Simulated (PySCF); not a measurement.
Ligands exchanged one at a time, Al Cl-NH2. Gas-phase values, no solvent. Strings in code marks are SMILES.

The numbers are results of PBE-D3(BJ)/def2-TZVP run with PySCF, not measurements. 

```json
[
 {"species": "0 of 3 Cl replaced by NH2", "HOMO (eV)": "-7.96", "LUMO (eV)": "-2.23"},
 {"species": "1 of 3 Cl replaced by NH2 (`[NH2][Al]([Cl])[Cl]`)", "HOMO (eV)": "-6.56", "LUMO (eV)": "?"},
 {"species": "2 of 3 Cl replaced by NH2", "HOMO (eV)": "-5.79", "LUMO (eV)": "-0.96"},
 {"species": "3 of 3 Cl replaced by NH2 (`[NH2][Al]([NH2])[NH2]`)", "HOMO (eV)": "-5.27", "LUMO (eV)": "?"}
]
```

### Question
What belongs in the gaps?

### Answer

- 1 of 3 Cl replaced by NH2 (`[NH2][Al]([Cl])[Cl]`), LUMO (eV): -1.53
- 3 of 3 Cl replaced by NH2 (`[NH2][Al]([NH2])[NH2]`), LUMO (eV): -0.55
